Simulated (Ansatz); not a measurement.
Run this with Ansatz 0.2.0 through its Python package and show what comes out.

`adiabatic_chns.py`:
```python
'''How CHNS relaxes after losing an electron.'''

import warnings

import ansatz
from ase import Atoms
import numpy as np

SETTINGS = {
    'basis_set': 'def2-SVP',
    'xc': 'cam_b3lyp',
    'net_charge': 1,
}

warnings.simplefilter('ignore', ansatz.DeckWarning)

atoms = Atoms(['N', 'C', 'S', 'H'], positions=[
    (1.0043, -0.2402, 1.494),
    (0.3711, -0.2945, 0.4829),
    (-0.5103, -0.405, -0.9818),
    (-0.8096, 0.8793, -1.0154),
])
molecule = ansatz.Crystal.molecule_from_ase(atoms)

calc = (
    molecule.calculation()
    .basis(gaussian=SETTINGS['basis_set'])
    .functional(SETTINGS['xc'])
)
symbols = [site.symbol for site in molecule.cartesian_sites]
start = np.array([site.position_ang for site in molecule.cartesian_sites], dtype=float)
report = calc.relax(force_tolerance=0.01).run().report
end = np.array(report['positions_ang'])

minimum = ansatz.Crystal.molecule()
for symbol, place in zip(symbols, end):
    minimum = minimum.atom(symbol, place.tolist())
ion = (
    minimum.calculation()
    .basis(gaussian=SETTINGS['basis_set'])
    .functional(SETTINGS['xc'])
    .charge(SETTINGS['net_charge'])
    .spin('collinear', total=1)
)
vertical = ion.run().report
settled = ion.relax(force_tolerance=0.01, max_steps=80).run().report
print(f'vertical ionisation energy   {vertical["free_energy_ev"] - report["free_energy_ev"]:.3f} eV')
print(f'adiabatic, no zero point     {settled["free_energy_ev"] - report["free_energy_ev"]:.3f} eV')
print(f'relaxation energy of the ion {vertical["free_energy_ev"] - settled["free_energy_ev"]:.3f} eV')
ionised = np.array(settled['positions_ang'])
print('final positions (A) and the move of each atom')
for symbol, xyz, old in zip(symbols, ionised, end):
    print(f'{symbol:2s} {xyz[0]:10.5f} {xyz[1]:10.5f} {xyz[2]:10.5f}   {np.linalg.norm(xyz - old):7.4f}')
```

```console
$ python adiabatic_chns.py
vertical ionisation energy   10.827 eV
adiabatic, no zero point     10.766 eV
relaxation energy of the ion 0.060 eV
final positions (A) and the move of each atom
N     0.98932   -0.25945    1.47105    0.0062
C     0.36880   -0.27783    0.47233    0.0218
S    -0.47950   -0.42399   -0.93458    0.0306
H    -0.82312    0.90087   -1.02910    0.0112
```

The energies are electronic: no zero-point or thermal terms, and the basis set is short of its limit. The product may relax into another structure. The relaxation finds the nearest minimum, so the adiabatic value is an upper bound. Hardware and time: 94 s on 1 thread of Intel(R) Xeon(R) Processor @ 2.50GHz (Skylake/Cascade Lake), on a shared host, peak memory 0.21 GiB.

(Lines on the test bed's own set-up are left out of the output.)
